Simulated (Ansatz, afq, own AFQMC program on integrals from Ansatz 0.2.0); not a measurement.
Atomization energy of AlBHCl, singlet

```xyz
4

Al    0.0000   -0.1681    1.6992
B     0.0000    1.1073   -0.1084
Cl    0.0000   -0.2715   -1.2415
H     0.0000    2.1713   -0.6548
```

Connectivity, by distances: Al–BH–Cl.

Atoms in their ground-state spins without spin–orbit coupling (mostly on UHF) minus the molecule (RHF), without zero-point energy. The geometry is a stationary point, not shown to be a minimum.

Basis cc-pVDZ. Noble-gas cores (and the filled d shells of Ga–Kr and In–Xe) are frozen. Integrals, coupled cluster, full CI and functionals: Ansatz 0.2.0; the random walks run on the same integrals in our own AFQMC program. ph-AFQMC/CISD is guided by a CISD state made of CCSD amplitudes; releasing the constraint for a short imaginary time cuts its bias at the price of noise, slowly where states lie close. Free projection: walkers drawn from exp(T), propagated without any constraint. Its projection time is finite, and what remains of the start isn't in its error. ± is one standard error of the sampling. The errors of all members are added in quadrature.

No full CI on the walks' own integrals is used here; CCSDT(Q) serves as the reference and is uncertain by about the last step of the cluster series. Each member takes its own surest rung, up to full CI.

The best estimate is CCSD(T) at the basis-set limit (CBS: def2-TZVPP and def2-QZVPP, with their diffuse functions for anions and beside diffuse sets, CCSD(T) itself extrapolated) plus the step from CCSD(T) to CCSDT(Q) in cc-pVDZ. Rows without CBS are in cc-pVDZ; B2PLYP and the wave-function rows carry a basis error of their own. Core correlation and relativity beyond core potentials are missing, and ± holds the sampling alone.

Cautions: AlBHCl (singlet): higher spins were not checked, restricted determinant unstable towards unrestricted (UHF 77 meV lower, ⟨S²⟩ 0.45).

Best estimate: 10.825 eV.

| level | atomization energy (eV) | error against the best estimate (eV) |
| --- | --- | --- |
| HF | 7.892 | -2.933 |
| MP2 | 10.098 | -0.727 |
| CCSD | 9.675 | -1.149 |
| CCSD(T) | 9.836 | -0.989 |
| ph-AFQMC/CISD | 9.849 ± 0.017 | -0.976 ± 0.017 |
| released AFQMC | 9.883 ± 0.023 | -0.941 ± 0.023 |
| free AFQMC | 9.835 ± 0.025 | -0.990 ± 0.025 |
| HF/CBS | 8.072 | -2.753 |
| MP2/CBS | 11.104 | 0.279 |
| CCSD(T)/CBS | 10.807 | -0.018 |
| surest rungs in cc-pVDZ | 9.854 | -0.971 |

Correlation beyond CCSD(T) adds 0.018 eV. Going to the basis-set limit adds 0.971 eV at CCSD(T). The perturbative (T) step is worth +0.160 eV.

Best estimates are given only where the step beyond CCSD(T) is under 0.3 eV and no member's determinant is very poor (T1 over 0.05, or 0.07 for open shells, ⟨S²⟩ too high by 0.3, two states mixed), so the hardest cases are missing from such tables.

Free projections are given only where their last times agree within the noise and don't stop above the reference; a slow remainder of the start can still hide under it. Each member of a difference takes its own highest rung, so a best estimate needn't equal the limit plus the step of one row. A walk keeps the symmetry of its determinant, which the program's search chose and which needn't be the lowest solution, so a lower state of the same spin and another symmetry isn't excluded. Released energies are given only where the last usable release times agree within the noise; a slower fall can still hide under it.
